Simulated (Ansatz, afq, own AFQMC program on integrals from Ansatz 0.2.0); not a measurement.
H$_{2}$Br, doublet in cc-pVTZ, levels against CCSDT(Q)

```xyz
3

Br    0.0000    0.0000   -1.4079
H     0.0000    0.0000    0.0127
H     0.0000    0.0000    1.3951
```

Basis cc-pVTZ. Only valence electrons are correlated. AFQMC by an in-house program on the Cholesky factors that Ansatz 0.2.0 writes for its CCSD(T) run. The CISD trial takes its coefficients from CCSD amplitudes. Released means that phaseless walkers are propagated on without the constraint, phases kept. Error bars are statistical, one sigma. No spin–orbit coupling.

Determinant: UHF, the one that the program's search chose, which needn't be the lowest solution. The geometry is a point of a scan.

No full CI on the walks' own integrals is used here; CCSDT(Q) serves as the reference and is uncertain by about the last step of the cluster series.

Cautions: no relativity below Rb; no spin-orbit coupling; inner d shell frozen.

- T1 diagnostic: 0.0095
- weight of the determinant in the CISD state: 0.917
- ⟨S²⟩ of the determinant: 0.758
- size of the correlated space: 9 electrons in 57 orbitals

```csv
level,correlation energy (eV)
MP2,-4.8476
CCSD,-5.3891
CCSD(T),-5.5738
```

Estimate where phaseless AFQMC with a CISD trial lies against CCSD(T) on the same integrals.

1.6 ± 0.2 kJ/mol below CCSD(T).

Reference: CCSDT(Q), correlation energy -5.595 eV. The released energy is read at 2.40 1/Eh (meV from the phaseless value at times in 1/Eh: -2.4 ± 1.8 at 0.24, -3.9 ± 1.7 at 0.51, -5.5 ± 1.7 at 0.99, -7.2 ± 1.5 at 1.62, -8 ± 3 at 2.40).

| level | E − E(reference) (kJ/mol) | share of correlation (%) |
| --- | --- | --- |
| CCSD(T) | 2.1 | 99.61 |
| CCSDT | 0.7 | 99.88 |
| ph-AFQMC/HF | 0.9 ± 1.8 | 99.83 |
| ph-AFQMC/CISD | 0.5 ± 0.2 | 99.91 |
| released AFQMC | -0.3 ± 0.3 | 100.06 |

A walk keeps the symmetry of its determinant, which the program's search chose and which needn't be the lowest solution, so a lower state of the same spin and another symmetry isn't excluded. Released energies are given only where the last usable release times agree within the noise; a slower fall can still hide under it.
